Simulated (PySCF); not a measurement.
**C(OH)₂ + F₂ → CO₂ + 2 HF**

Level: PBE0 in the def2-TZVP basis family, all electrons, no relativity, computed in PySCF with density fitting; open shells unrestricted.

```json
{"species": "C(OH)₂", "state and structure": "singlet, C2v, C–O 1.317 Å (×2), O–H 0.962 Å (×2); C–O–H 106.4° (×2), O–C–O 105.2°", "E (Eh)": "-189.57100", "ZPE (kJ/mol)": "89.3", "H(298 K) − H(0) (kJ/mol)": "11.0", "S° (J/(mol K))": "242.9"}
{"species": "F₂", "state and structure": "singlet, D∞h, F–F 1.376 Å", "E (Eh)": "-199.40856", "ZPE (kJ/mol)": "6.6", "H(298 K) − H(0) (kJ/mol)": "8.7", "S° (J/(mol K))": "201.9"}
{"species": "CO₂", "state and structure": "singlet, D∞h, C–O 1.157 Å (×2)", "E (Eh)": "-188.46656", "ZPE (kJ/mol)": "31.3", "H(298 K) − H(0) (kJ/mol)": "9.3", "S° (J/(mol K))": "213.5"}
{"species": "HF", "state and structure": "singlet, C∞v, H–F 0.920 Å", "E (Eh)": "-100.39188", "ZPE (kJ/mol)": "24.9", "H(298 K) − H(0) (kJ/mol)": "8.7", "S° (J/(mol K))": "173.6"}
```

**Question.** What is the electronic reaction energy?

**Answer.** At PBE0/def2-TZVP, ΔE = -710.9 kJ/mol from the differences of the total energies times 2625.5, downhill. 

**Question.** Add zero-point, thermal and entropy terms for 298.15 K and 1 bar.

**Answer.** ΔZPE = -14.8 and Δ[H(298) − H(0)] = 7.0 kJ/mol give ΔH° = -718.7 kJ/mol. ΔS° = 115.9 J/(mol K), so ΔG° = -718.7 − 298.15 × (0.1159) = -753 kJ/mol.

Each species is the lowest minimum found with this bonding; other isomers or fragments can lie lower.
